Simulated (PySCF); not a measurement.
A PySCF script (with the pyscf-properties extension) for the NMR shieldings of `[BH3-][PH2+]F`, BFH5P, on a GFN2-xTB geometry:

```python
import basis_set_exchange as bse
import numpy as np
from pyscf import gto, dft
from pyscf.prop import nmr

atoms = """
B     1.101809    0.143656    0.089391
P    -0.761364   -0.204534   -0.001725
F    -1.550680    0.938203   -0.829037
H     1.562314   -0.755309    0.713584
H     1.458930    0.164023   -1.045459
H     1.183275    1.194542    0.641551
H    -1.636711   -0.196841    1.084407
H    -1.348515   -1.274326   -0.677278
"""
names = dict.fromkeys(["B", "P", "F", "H"], "pcSseg-1")
basis = {el: gto.basis.parse(bse.get_basis(n, elements=[el], fmt="nwchem")) for el, n in names.items()}
mol = gto.M(atom=atoms, basis=basis, charge=0, verbose=0)
mf = dft.RKS(mol, xc="PBE0")
mf.grids.level = 2
mf.grids.alignment = dft.numint.BLKSIZE   # the property module wants whole blocks of grid points
mf.conv_tol = 1e-9
mf.kernel()

calc = nmr.RKS(mf)   # GIAO
C = mf.mo_coeff
Co = C[:, mf.mo_occ > 0]
resp = mf.gen_response(singlet=True, hermi=2)
def vind(x):   # induced exchange potential for any number of trial vectors
    d = np.einsum("pi,xij,qj->xpq", C, 2 * x.reshape(-1, C.shape[1], Co.shape[1]), Co, optimize=True)
    return np.einsum("xpq,pi,qj->xij", resp(d - d.transpose(0, 2, 1)), C, Co, optimize=True).ravel()
mo1, _ = nmr.rhf.solve_mo1(calc, with_cphf=vind)
sigma = calc.kernel(mo1)
for i, s in enumerate(sigma):   # ppm
    w = np.linalg.eigvalsh((s + s.T) / 2)
    print("%2d %-2s iso %8.1f  s11 %8.1f  s22 %8.1f  s33 %8.1f" % (i, mol.atom_pure_symbol(i), w.mean(), *w))
```

Q: What does it print?

A: 
```
 0 B  iso    149.4  s11    137.1  s22    154.2  s33    156.9
 1 P  iso    210.0  s11    -54.1  s22    261.1  s33    423.2
 2 F  iso    429.3  s11    344.0  s22    460.8  s33    483.2
 3 H  iso     31.1  s11     28.5  s22     29.1  s33     35.7
 4 H  iso     30.2  s11     27.2  s22     29.1  s33     34.3
 5 H  iso     30.2  s11     27.2  s22     29.1  s33     34.3
 6 H  iso     24.3  s11     19.6  s22     24.0  s33     29.2
 7 H  iso     24.3  s11     19.6  s22     24.0  s33     29.2
```

These numbers come from an equivalent density-fitted implementation of the same equations, which agrees with the script to about 0.01 ppm for H and up to a few tenths of a ppm for heavy atoms, so last digits may differ.

Size and cost of the density-fitted run: 83 basis functions, 5.6 s wall time on 1 thread of an Arm Neoverse V1, shared host; peak memory 0.37 GiB.
